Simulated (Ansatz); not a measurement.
Start from Ge in the diamond structure (space group Fd-3m, No. 227; a = 5.6744 Å).

Method: Ansatz (a program for electronic structure), r2SCAN, PAW, cutoff 500 eV, no spin-orbit coupling.

| level | band gap | lattice parameter a |
|---|---|---|
| r2SCAN | 0.36 eV | 5.674 Å |

Measured: band gap 0.792 eV (static lattice; corrected from measurement; as listed in Anna Miglio et al., npj Computational Materials (2020)); lattice parameter a 5.644 Å (static lattice; corrected from measurement; as listed in Daniel Mejia-Rodriguez, S. B. Trickey, Phys. Rev. B (2018)).

Computed minus measured — band gap: r2SCAN -0.43 eV; lattice parameter a: r2SCAN +0.5 %. A measured gap can be an optical one, lowered by exciton binding. Levels without spin-orbit coupling miss its lowering of the gap, often about a third of the valence-band splitting.

Whether these cells are dynamically stable was not tested. The real Ge has an indirect gap at ambient pressure; r2SCAN orders its close-lying valleys differently.
